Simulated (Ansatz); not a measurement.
# CH4FSi: the cost of one run

Program: Ansatz 0.2.0, driven from Python. Level of theory: PBE/def2-SVP. These are calculated values, not measurements.

### 1 Starting point

Bond lengths: C1–Si2 1.744 Å, Si2–F3 1.596 Å, C1–H4 1.030 Å, C1–H5 1.132 Å, Si2–H6 1.489 Å, Si2–H7 1.507 Å. Angles: C1–Si2–F3 105.6°, C1–Si2–H6 111.2°, C1–Si2–H7 110.9°, F3–Si2–H6 110.4°, F3–Si2–H7 109.9°, H6–Si2–H7 108.8°, Si2–C1–H4 121.5°, Si2–C1–H5 121.0°, H4–C1–H5 117.5°.

No structure file is read: the coordinates are typed or built in the script.

### 2 The code

relaxed_scan_ch4fsi.py reads:

```python
'''One bond of CH4FSi held at set lengths while the rest relaxes.'''

import ansatz
import numpy as np

mol = (
    ansatz.Crystal.molecule()
    .atom('C', [-0.8337, 0.2401, -0.5844])
    .atom('Si', [0.5628, -0.157, 0.3821])
    .atom('F', [0.5707, -1.7494, 0.4931])
    .atom('H', [-1.4469, -0.4926, -0.9702])
    .atom('H', [-1.093, 1.3164, -0.8186])
    .atom('H', [0.4722, 0.4572, 1.7356])
    .atom('H', [1.8291, 0.3173, -0.2833])
)

calc = mol.calculation().basis(gaussian='def2-SVP').functional('pbe').spin('collinear', total=1)
symbols = [site.symbol for site in mol.cartesian_sites]
pairs = [(0, 1), (0, 3), (0, 4), (1, 2), (1, 5), (1, 6)]
print('held (A)   E (eV)        ', '  '.join(f'{symbols[i]}{i}-{symbols[j]}{j}' for i, j in pairs))
for length in [1.6, 1.74, 1.88, 2.09, 2.35]:
    summary = calc.relax(constraints=[ansatz.DistanceConstraint((0, 1), at=length)], force_tolerance=0.02, max_steps=60).run(threads=1, pin='off').report
    xyz = np.array(summary['positions_ang'])
    print(f'{length:6.2f} {summary["free_energy_ev"]:14.5f}  ', '  '.join(f'{np.linalg.norm(xyz[i] - xyz[j]):.3f}' for i, j in pairs))
```

### 3 What the engine is handed

The engine receives this input (first run):

```yaml
crystal:
  periodic: [false, false, false]
  atoms:
    - { symbol: C, position_ang: [-0.8337, 0.2401, -0.5844] }
    - { symbol: Si, position_ang: [0.5628, -0.157, 0.3821] }
    - { symbol: F, position_ang: [0.5707, -1.7494, 0.4931] }
    - { symbol: H, position_ang: [-1.4469, -0.4926, -0.9702] }
    - { symbol: H, position_ang: [-1.093, 1.3164, -0.8186] }
    - { symbol: H, position_ang: [0.4722, 0.4572, 1.7356] }
    - { symbol: H, position_ang: [1.8291, 0.3173, -0.2833] }
basis:
  gaussian:
    orbitals: def2-SVP
hamiltonian:
  xc: pbe
magnetization:
  spin_polarized: true
  initial_magnetization: 1.0
relax:
  f_tol: 0.02
  max_steps: 60
  constraints:
    - { distance: [0, 1], at: 1.6 }
```

### 4 Running it

Run with:

```sh
> python relaxed_scan_ch4fsi.py
```

**Question.** How long does this script take on 1 thread of Arm Neoverse V1, shared host, and how much memory does it need?

About 3 min, with a peak of 0.21 GiB.
